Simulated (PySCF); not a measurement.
Cost against result

Saddle point of Si₂H₆O, closed shell (Si₂H₆O ([OH][SiH2][SiH3]) → Si₂H₄O ([O][SiH][SiH3]) + H₂; bonds formed: H2–H4; bonds broken: Si1–H2, O3–H4), PBE0-D4/def2-TZVP structure:

Si1  (-0.852, -0.383, -0.243)
H2  (-0.338, -1.788, 0.704)
O3  (-0.954, -1.332, -1.486)
H4  (-0.522, -1.986, -0.199)
H5  (-2.046, -0.017, 0.575)
Si6  (0.912, 1.130, 0.107)
H7  (0.601, 2.381, -0.638)
H8  (1.008, 1.440, 1.559)
H9  (2.190, 0.556, -0.381)
(Å)

Barriers are electronic and count from the start structure reached by relaxing down the imaginary mode.

Computed with PySCF 2.14 with density fitting (its default auxiliary sets; JK sets also for MP2 and CCSD(T)) (basis: as named in each row); correlated methods freeze the cores. B3LYP uses VWN-RPA correlation. Extrapolation: Hartree–Fock as exp(−7.88 √X), correlation as X^−2.97.

Times are rough, for one single point on 4 threads of a shared host (Intel Xeon 6975P-C).

The estimate by CCSD(T) at an estimated basis limit (MP2 extrapolated from triple and quadruple zeta, plus CCSD(T) − MP2 in triple zeta) is 68.39 kcal/mol.

```json
{"method": "HF", "basis": "STO-3G", "time (s)": "under 1", "barrier (kcal/mol)": "166.38", "method less estimate": "98.00"}
{"method": "B3LYP-D4", "basis": "6-31G", "time (s)": "2", "barrier (kcal/mol)": "87.13", "method less estimate": "18.75"}
{"method": "MP2", "basis": "def2-QZVPP", "time (s)": "3", "barrier (kcal/mol)": "66.57", "method less estimate": "-1.82"}
{"method": "PBE0-D4", "basis": "def2-SVP", "time (s)": "3", "barrier (kcal/mol)": "70.06", "method less estimate": "1.67"}
{"method": "PBE-D4", "basis": "def2-SVP", "time (s)": "3", "barrier (kcal/mol)": "62.86", "method less estimate": "-5.52"}
{"method": "SPW92", "basis": "def2-TZVPP", "time (s)": "5", "barrier (kcal/mol)": "58.56", "method less estimate": "-9.82"}
{"method": "CCSD(T)", "basis": "def2-SVP", "time (s)": "6", "barrier (kcal/mol)": "74.53", "method less estimate": "6.15"}
{"method": "PBE0-D4", "basis": "def2-TZVPP", "time (s)": "8", "barrier (kcal/mol)": "66.48", "method less estimate": "-1.91"}
{"method": "BHLYP-D4", "basis": "def2-TZVPP", "time (s)": "8", "barrier (kcal/mol)": "73.81", "method less estimate": "5.42"}
{"method": "B3LYP-D4", "basis": "def2-TZVPP", "time (s)": "8", "barrier (kcal/mol)": "66.71", "method less estimate": "-1.68"}
{"method": "PBE-D4", "basis": "def2-TZVPP", "time (s)": "9", "barrier (kcal/mol)": "59.93", "method less estimate": "-8.45"}
{"method": "r2SCAN-D4", "basis": "def2-TZVPP", "time (s)": "14", "barrier (kcal/mol)": "63.90", "method less estimate": "-4.48"}
{"method": "CCSD(T)", "basis": "def2-TZVPP", "time (s)": "130", "barrier (kcal/mol)": "69.47", "method less estimate": "1.08"}
{"method": "wB97M-V", "basis": "def2-TZVPP", "time (s)": "140", "barrier (kcal/mol)": "68.64", "method less estimate": "0.26"}
```

All methods are single points on the PBE0-D4 structures.

T1 diagnostic: at most 0.022.

Labels in which every atom is bracketed show which atoms are joined, not bond orders.
